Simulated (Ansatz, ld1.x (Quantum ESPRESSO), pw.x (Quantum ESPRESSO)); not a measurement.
pw.x on bcc H: one setting changed

Potential: norm-conserving Troullier–Martins (Kleinman–Bylander form), ld1.x (Quantum ESPRESSO) 7.5, PBEsol; core none, reference 1s1; waves: 2p channel at -0.1 Ry: rc 1.10 bohr; 1s (bound): rc 1.30 bohr; local part: the s channel; core correction: none.

The reference run (k-mesh 18³, cutoffs 45/180 Ry, Fermi–Dirac 0.01 Ry, mixing_beta 0.4, conv_thr 1e-9, no spin) gives -1.71 GPa at 2.977 Å³/atom, where all-electron LAPW gives -2.42 GPa. This run, with its own iteration cap, changes mixing_mode to local-TF.

```
&control
  calculation='scf', prefix='x', pseudo_dir='./', outdir='./tmp', tstress=.true., disk_io='none'
/
&system
  ibrav=0, nat=1, ntyp=1, ecutwfc=45, ecutrho=180, nbnd=7,
  occupations='smearing', smearing='fd', degauss=0.01
/
&electrons
  conv_thr=1e-09, mixing_beta=0.4, electron_maxstep=50, mixing_mode='local-TF'
/
ATOMIC_SPECIES
H 1.0 H.UPF
CELL_PARAMETERS angstrom
  -0.90623246 0.90623246 0.90623246
  0.90623246 -0.90623246 0.90623246
  0.90623246 0.90623246 -0.90623246
ATOMIC_POSITIONS crystal
H 0.0000 0.0000 0.0000
K_POINTS automatic
18 18 18 0 0 0
```

```bash
pw.x < H.scf.in > H.scf.out
```

**Question.** How does the run end?

**Answer.** It converges in 4 iterations; the free energy moves by +0.0 meV/atom and the pressure by +0.00 GPa. The result is that of the reference run.

```
Message from routine setup:
     using ibrav=0 with symmetry is DISCOURAGED, use correct ibrav instead
     lattice parameter (alat)  =       2.9662  a.u.
     unit-cell volume          =      20.0898 (a.u.)^3
     number of electrons       =         1.00
     number of Kohn-Sham states=            7
     kinetic-energy cutoff     =      45.0000  Ry
     charge density cutoff     =     180.0000  Ry
     scf convergence threshold =      1.0E-09
     Exchange-correlation= PBESOL
     number of k points=   195  Fermi-Dirac smearing, width (Ry)=  0.0100
     iteration #  1     ecut=    45.00 Ry     beta= 0.40
     total energy              =      -1.06932831 Ry
     estimated scf accuracy    <       0.00000089 Ry
     iteration #  2     ecut=    45.00 Ry     beta= 0.40
     total energy              =      -1.06932927 Ry
     estimated scf accuracy    <       0.00000039 Ry
     iteration #  3     ecut=    45.00 Ry     beta= 0.40
     total energy              =      -1.06932929 Ry
     estimated scf accuracy    <          2.9E-09 Ry
     iteration #  4     ecut=    45.00 Ry     beta= 0.40
     the Fermi energy is     3.8261 ev
!    total energy              =      -1.06932929 Ry
     estimated scf accuracy    <          6.5E-12 Ry
     smearing contrib. (-TS)   =      -0.00043624 Ry
     The total energy is F=E-TS. E is the sum of the following terms:
     one-electron contribution =       0.63687013 Ry
     hartree contribution      =       0.01637584 Ry
     xc contribution           =      -0.65960840 Ry
     ewald contribution        =      -1.06253063 Ry
     convergence has been achieved in   4 iterations
          total   stress  (Ry/bohr**3)                   (kbar)     P=      -17.09
     Message from routine punch:
     Nothing written, as per user request (disk_io='none')
```

The run took about 1.2 s on one core of a shared host (Neoverse-V1, 64 threads, 495 GiB, load 24).
